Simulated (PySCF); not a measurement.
Where does hydrogen fluoride take a proton?

Molecule: hydrogen fluoride, `F` (HF). Coordinates in Å; atoms count from 1 in this order:
```
F     0.4474   -0.0765    0.0748
H    -0.4419    0.0791   -0.1031
```

Energies: ωB97X-D3(BJ)/def2-TZVP (PySCF, density fitting, integration grid level 2) on PBE0-D3(BJ)/def2-SVP structures. ωB97X-D3(BJ) is ωB97X-V with D3(BJ) in place of VV10. Thermal corrections: PBE0-D3(BJ)/def2-SVP frequencies, unscaled, ideal gas at 298.15 K and 1 bar, quasi-RRHO entropy.

```tsv
site	product	PA / kcal/mol	GB / kcal/mol
F1 (fluorine)	[H2F]+	117.8	111.2
```

PA is −ΔH and GB is −ΔG of B + H⁺ → BH⁺ in the gas phase.

In cyclohexane the product from F1 is solvated 45.5 kcal/mol more strongly than the parent (electrostatics only).

In dichloromethane the product from F1 is solvated 80.2 kcal/mol more strongly than the parent (electrostatics only).

Against the Active Thermochemical Tables (version 1.112): F1 485 (computed 493, error 8) kJ/mol.

Measured values (NIST Chemistry WebBook, evaluated or the median of agreeing entries): proton affinity (−ΔH) 484 kJ/mol (computed 493, difference 9); gas-phase basicity (−ΔG) 457 kJ/mol (computed 465, difference 9).

Hardware: 1 thread of AMD EPYC 9R45 96-Core, shared with other jobs. Command: `OMP_NUM_THREADS=1 python redox_run.py task.json out`. Structures, frequencies and single points: 2.9 s.

Differences come from unrounded values, so a last digit can differ from that of the printed terms.
